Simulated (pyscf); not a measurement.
H₂O + HO–Zn–O–SiH₃ → HO–Zn–OH + HO–SiH₃ (four-centre exchange; singlet surface; H–O, O–Zn broken, O–Zn, H–O formed). Single points on ωB97X-D3(BJ)/def2-SVP structures (PySCF, gas phase). Energies in kcal/mol from the separated reactants.

```json
[
 {"level": "ωB97X-D3(BJ)/def2-TZVP", "barrier": "?", "reaction energy": "+5.9"},
 {"level": "PBE/def2-TZVP", "barrier": "-3.6", "reaction energy": "+3.1"},
 {"level": "B3LYP-D3(BJ)/def2-TZVP", "barrier": "-3.0", "reaction energy": "+4.8"},
 {"level": "M06-2X/def2-TZVP", "barrier": "-7.3", "reaction energy": "+5.4"},
 {"level": "ωB97M-D3(BJ)/def2-TZVP", "barrier": "-2.7", "reaction energy": "+4.7"},
 {"level": "HF/def2-TZVP", "barrier": "?", "reaction energy": "?"}
]
```

Complete the blanks.


- ωB97X-D3(BJ)/def2-TZVP, barrier: -2.9
- HF/def2-TZVP, barrier: 5.0
- HF/def2-TZVP, reaction energy: +6.8

On the reactant side the descent ends in an adduct with a O–Zn contact, 15.1 kcal/mol under the separated species and 12.2 kcal/mol under the saddle at ωB97X-D3(BJ)/def2-TZVP. On the product side the descent ends in an adduct with a O–Zn contact, 13.7 kcal/mol under the separated species and 4.9 kcal/mol under the saddle at ωB97X-D3(BJ)/def2-TZVP. At ωB97X-D3(BJ)/def2-TZVP, PBE, B3LYP-D3(BJ), M06-2X, ωB97M-D3(BJ) the saddle lies under the separated reactants, which points to a path from their complex (located at ωB97X-D3(BJ) alone). At ωB97X-D3(BJ)/def2-TZVP, PBE, B3LYP-D3(BJ), M06-2X, ωB97M-D3(BJ)/def2-TZVP, HF the saddle lies under the separated products, which points to a path from their complex (located at ωB97X-D3(BJ) alone), and parting the products costs more than the saddle. What is counted as formed (O–Zn) is already present as a longer contact in the reactant adduct; forming that adduct is a step of its own. What is counted as broken (O–Zn) persists as a longer contact in the product adduct; parting that adduct is a step of its own. One saddle was located; it need not be the lowest between these sides. Elements up to Kr have no core potential and no relativistic terms here.
